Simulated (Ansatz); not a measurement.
# CF2 (SMILES F[C]F): levels of theory compared

Aim: a comparison of 6 runs (UHF/STO-3G, CAM-B3LYP/STO-3G, PBE0/STO-3G, UMP2/STO-3G, CCSDT/STO-3G, CCSDTQ/STO-3G) of CF2. 

The calculation is run with Ansatz 0.2.0.

40 further runs of the same task are left out: 4 that didn't finish, 36 set aside as unsound or not needed.

**1. Starting point**

CF2: 3 atoms, total charge 0, spin state singlet. SMILES: `F[C]F`. The C2–F1 distance was set to 2.639 Å, away from the relaxed value. At this shape a bond of the SMILES string is far longer than usual.

Bond lengths: C2–F3 1.320 Å.

**2. A single-point energy at UHF/STO-3G (run 1)**

The input, job.yaml:

```yaml
crystal:
  periodic: [false, false, false]
  atoms:
    - symbol: F
      position_ang: [0.467058, 2.337743, 0.515805]
    - symbol: C
      position_ang: [0.326820, -0.272180, 0.149730]
    - symbol: F
      position_ang: [-0.723760, -0.760620, -0.482500]
basis:
  gaussian: {orbitals: STO-3G}
magnetization: {spin_polarized: true, initial_magnetization: 0}
hamiltonian: {xc: hf}
accuracy: high
```

Launch:

```
$ ansatz run job.yaml --threads 1 --pin off --max-ram 2610MiB --events-out events.jsonl --progress --plain --runs-dir runs
```

The log of the run:

```text
Warning: RAYON_NUM_THREADS=1 ignored (pool sized by the plan → 1); use --threads N
Functional definition: HF
  name "HF"
  exchange = exact_x
  correlation = 0
231 factors; integrals over basis functions are off by at most 4.1e-8 eV
mean field evaluation 1: about -6334.4933 eV, gradient 1.4e1 eV
mean field evaluation 2: about -6334.5261 eV, gradient 1.4e1 eV
mean field evaluation 4: about -6336.1319 eV, gradient 6.9e0 eV
mean field evaluation 8: about -6339.5075 eV, gradient 9.5e0 eV
mean field evaluation 16: about -6345.1191 eV, gradient 1.3e1 eV
mean field evaluation 32: about -6338.6696 eV, gradient 1.1e1 eV
mean field evaluation 64: about -6348.1337 eV, gradient 1.0e-1 eV
mean field evaluation 96: about -6348.0992 eV, gradient 8.1e-2 eV
mean field evaluation 128: about -6348.1538 eV, gradient 5.1e-2 eV
mean field evaluation 160: about -6348.1503 eV, gradient 5.1e-2 eV
mean field evaluation 192: about -6348.1742 eV, gradient 5.9e-4 eV
mean field evaluation 224: about -6348.1487 eV, gradient 8.5e-2 eV
mean field evaluation 256: about -6343.3142 eV, gradient 7.6e-1 eV
mean field evaluation 288: about -6341.7138 eV, gradient 2.1e-3 eV
mean field -6348.18356499 eV, -233.2914430601 hartree, gradient 1.1e-8 eV, S^2 0.995110; 6 other end points of the search recorded, 0 dependent functions left out
reference -6348.18356499 eV, -233.2914430601 hartree; 12, 12 occupied and 3, 3 virtual orbitals, 231 factors
Total energy: -6348.18356499 eV, -233.2914430601 hartree
```

Wall time 0.32 s (1 thread of Arm Neoverse V1, shared host).

**3. A single-point energy at CAM-B3LYP/STO-3G (run 2)**

The input, job.yaml:

```yaml
basis:
  gaussian: {orbitals: STO-3G}
crystal:
  periodic: [false, false, false]
  atoms:
    - {symbol: F, position_ang: [0.467058, 2.337743, 0.515805]}
    - {symbol: C, position_ang: [0.326820, -0.272180, 0.149730]}
    - {symbol: F, position_ang: [-0.723760, -0.760620, -0.482500]}
hamiltonian: {xc: {name: CAM-B3LYP}}
accuracy: high
```

Launch:

```
$ ansatz run job.yaml --threads 1 --pin off --max-ram 2610MiB --events-out events.jsonl --progress --plain --runs-dir runs
```

The log of the run:

```text
Warning: RAYON_NUM_THREADS=1 ignored (pool sized by the plan → 1); use --threads N
Functional definition: CAM-B3LYP
  name "CAM-B3LYP"
  parameter alpha = 0.19
  parameter beta = 0.46
  parameter omega = 0.33/bohr
  parameter ac = 0.81
  exchange = (1 - alpha - beta)*b88_x + beta*b88_x_sr(omega) + alpha*exact_x + beta*exact_x_lr(omega)
  correlation = (1 - ac)*vwn5_c + ac*lyp_c
231 factors; integrals over basis functions are off by at most 4.1e-8 eV
133 factors; integrals over basis functions are off by at most 6.9e-10 eV
mean field evaluation 1: about -6357.1563 eV, gradient 1.3e1 eV
mean field evaluation 2: about -5972.5803 eV, gradient 4.3e1 eV
mean field evaluation 4: about -6357.5927 eV, gradient 1.3e1 eV
mean field evaluation 8: about -6365.1216 eV, gradient 1.6e1 eV
mean field evaluation 16: about -6366.6745 eV, gradient 2.7e-8 eV
mean field -6366.67454199 eV, -233.9709739310 hartree, gradient 1.3e-8 eV, S^2 0.000000; 0 other end points of the search recorded, 0 dependent functions left out
reference -6366.67454965 eV, -233.9709742125 hartree; 12, 12 occupied and 3, 3 virtual orbitals, 231 factors
Total energy: -6366.67454965 eV, -233.9709742125 hartree
```

Run time: 0.87 s. Hardware: 1 thread of Arm Neoverse V1, shared host.

**4. A single-point energy at PBE0/STO-3G (run 3)**

The input, in.yaml:

```yaml
basis:
  gaussian:
    orbitals: STO-3G
crystal:
  periodic: [false, false, false]
  atoms:
    - symbol: F
      position_ang: [0.467058, 2.337743, 0.515805]
    - symbol: C
      position_ang: [0.326820, -0.272180, 0.149730]
    - symbol: F
      position_ang: [-0.723760, -0.760620, -0.482500]
hamiltonian:
  xc: {name: PBE0}
accuracy: high
```

Launch:

```
$ ansatz run in.yaml --threads 1 --pin off --max-ram 2610MiB --events-out events.jsonl --progress --plain --runs-dir runs
```

The log of the run:

```text
Warning: RAYON_NUM_THREADS=1 ignored (pool sized by the plan → 1); use --threads N
Functional definition: PBE0
  name "PBE0"
  parameter a = 0.25
  parameter kappa = 0.804
  parameter beta = 0.06672455060314922
  exchange = (1 - a)*pbe_x(kappa = kappa, mu = beta*pi^2/3) + a*exact_x
  correlation = pbe_c(beta = beta)
231 factors; integrals over basis functions are off by at most 4.1e-8 eV
mean field evaluation 1: about -6354.4826 eV, gradient 1.5e1 eV
mean field evaluation 2: about -5969.3568 eV, gradient 3.4e1 eV
mean field evaluation 4: about -6354.3810 eV, gradient 9.6e0 eV
mean field evaluation 8: about -6364.2531 eV, gradient 8.9e-1 eV
mean field evaluation 16: about -6364.2674 eV, gradient 2.1e-8 eV
mean field -6364.26742820 eV, -233.8825141309 hartree, gradient 2.4e-8 eV, S^2 0.000000; 1 other end points of the search recorded, 0 dependent functions left out
reference -6364.26742882 eV, -233.8825141536 hartree; 12, 12 occupied and 3, 3 virtual orbitals, 231 factors
Total energy: -6364.26742882 eV, -233.8825141536 hartree
```

Run time: 0.7 s. Hardware: 1 thread of Arm Neoverse V1, shared host.

Runs 4 to 5 aren't shown in full; the table further down has their settings and results.

**5. The energy at CCSDTQ/STO-3G (run 6)**

The input, job.yaml:

```yaml
crystal:
  periodic: [false, false, false]
  atoms:
    - symbol: F
      position_ang: [0.467058, 2.337743, 0.515805]
    - symbol: C
      position_ang: [0.326820, -0.272180, 0.149730]
    - symbol: F
      position_ang: [-0.723760, -0.760620, -0.482500]
basis:
  gaussian:
    orbitals: STO-3G
correlation:
  method: ccsdtq
  frozen_orbitals: {C: 1, F: 1}
accuracy: high
scf:
  omitted_lower_state_checks: [cluster_reference, increment]
```

Launch:

```
$ ansatz run job.yaml --threads 1 --pin off --max-ram 2610MiB --events-out events.jsonl --progress --plain --runs-dir runs
```

The log of the run:

```text
Warning: RAYON_NUM_THREADS=1 ignored (pool sized by the plan → 1); use --threads N
[... 14 lines left out ...]
3 core orbitals not correlated: weight in the atoms' cores, before any rotation towards them, 1.000 or more for the frozen orbitals, at most 0.000 for the correlated occupied ones
[... 143 lines left out ...]
WARN: these amplitudes may be one of several solutions (largest doubles amplitude 0.84, level shift 16.06 eV)
Total energy: -6350.42163643 eV, -233.3736906684 hartree
Checks for a lower state left out: cluster_reference, increment
```

It took 22 s on 1 thread of Arm Neoverse V1, shared host; peak memory 0.49 GiB.

**6. The series**

```csv
run,level,frozen core orbitals,energy (Eh),wall time
1,UHF/STO-3G,–,-233.291443,0.32 s
2,CAM-B3LYP/STO-3G,–,-233.970974,0.87 s
3,PBE0/STO-3G,–,-233.882514,0.7 s
4,UMP2/STO-3G,3,-233.348607,0.5 s
5,CCSDT/STO-3G,3,-233.372258,0.58 s
6,CCSDTQ/STO-3G,3,-233.373691,22 s
```

**7. Outcome**

```
                                          quantity          value
                               run 6: total energy  -233.37369 Eh
run 6: correlation energy (3 core orbitals frozen)     -320.0 mEh
                              run 6: T1 diagnostic          0.055
```

**Reading.** Below the UHF energy at the same shape and in the same basis (STO-3G): UMP2 -57.2 mEh; CCSDT -80.8 mEh; CCSDTQ -82.2 mEh. Some of these start from another determinant than that one, so these aren't their correlation energies. Totals of different functionals can't be ranked against each other. In runs 5, 6 the log says that unrestricted orbitals would lower the reference, so the values rest on an unstable closed-shell determinant (other closed-shell runs at this shape may share the fault). In runs 1, 2, 3, 4, 5, 6 the basis is minimal, so the values are rough. In runs 2, 3 a closed-shell determinant meets a far-stretched bond, which it describes badly. Spin contamination of the reference: run 1 ⟨S²⟩ = 1.00, run 4 ⟨S²⟩ = 1.00. Where it is this large, the reference is a mixture of spin states, and values that rest on it are in doubt. All runs together took 25 s, the longest 22 s.
